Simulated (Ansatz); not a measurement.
**CHP (singlet): wB97M-V, B2PLYP over a scan of the distance C1–H3, 6-31G**

Aim: run CHP (singlet) with these functionals over a scan of the distance C1–H3, and hold them against the top wave-function level at the same points.

Method: 6-31G, all electrons in the functionals, frozen cores in the correlation of double hybrids and RPA; program: Ansatz 0.2.0, Gaussian basis.

To be run: wB97M-V, B2PLYP, at 0.861 Å; 0.954 Å; 1.073 Å; 1.193 Å; 1.297 Å; 1.476 Å; 1.722 Å; 1.937 Å; 2.313 Å; 2.878 Å; 3.582 Å.

17 further runs of the same task are left out: 14 that didn't finish, 3 set aside as unsound or not needed. Runs told in other sessions of the task aren't counted.

### Step 1. The system

The geometry derives from a PBE0/def2-TZVP stationary point (not a proven minimum). One bond is set to the value named and the two fragments are kept rigid.

3 atoms, charge 0, spin multiplicity 1.

Atoms are counted from 1 here; the program's logs count them from 0.

Bond lengths: C1–P2 1.531 Å, C1–H3 1.073 Å. Angles: P2–C1–H3 180.0°.

No dispersion term is added; wB97M-V holds VV10 nonlocal correlation.

The geometry shown and the zero of energy belong to the point 1.073 Å. The yardstick, FCI, and other wave-function levels (R restricted, U unrestricted, valence and pair active spaces) come from earlier runs.

### Step 2. wB97M-V, 0.861 Å

The input, in.yaml:

```yaml
crystal:
  periodic: [false, false, false]
  atoms:
    - {symbol: C, position_ang: [0.000000, 0.000000, 0.223200]}
    - {symbol: P, position_ang: [0.000000, 0.000000, -1.307400]}
    - {symbol: H, position_ang: [0.000000, 0.000000, 1.084200]}
basis:
  gaussian: {orbitals: 6-31G}
magnetization: {spin_polarized: true, initial_magnetization: 0}
hamiltonian: {xc: {name: wB97M-V}}
output: {forces: true, orbitals: {seedname: orbitals}}
```

On the command line:

```
$ ansatz run in.yaml --threads 1 --pin off --events-out ev --progress --plain --max-ram 2393MiB
```

The runs that follow: wB97M-V, 0.954 Å; wB97M-V, 1.073 Å; wB97M-V, 1.193 Å; wB97M-V, 1.297 Å; wB97M-V, 1.476 Å; wB97M-V, 1.722 Å; wB97M-V, 1.937 Å; wB97M-V, 2.313 Å; wB97M-V, 2.878 Å; wB97M-V, 3.582 Å; B2PLYP, 0.861 Å; B2PLYP, 0.954 Å; B2PLYP, 1.073 Å; B2PLYP, 1.193 Å; B2PLYP, 1.297 Å; B2PLYP, 1.476 Å; B2PLYP, 1.722 Å; B2PLYP, 1.937 Å; B2PLYP, 2.313 Å; B2PLYP, 2.878 Å; B2PLYP, 3.582 Å.

Q: Predict the results of all the runs planned. Wanted: span of the FCI curve; largest miss, wB97M-V; largest miss, B2PLYP.

As calculated:

| quantity | value |
| --- | --- |
| span of the FCI curve | 4.922 eV |
| largest miss, wB97M-V | +0.927 eV (2.313 Å) |
| largest miss, B2PLYP | +0.761 eV (2.313 Å) |

Of the functionals, B2PLYP keep the smallest largest miss at the points compared (at most 0.761 eV) and wB97M-V strays most (0.927 eV, at 2.313 Å). wB97M-V, B2PLYP clearly break the spin symmetry at some points (⟨S²⟩ up to 1.20 above the pure value), so energy there is bought with a mixed spin. Functionals and the yardstick converge differently with the basis, so part of each miss in 6-31G is the basis.
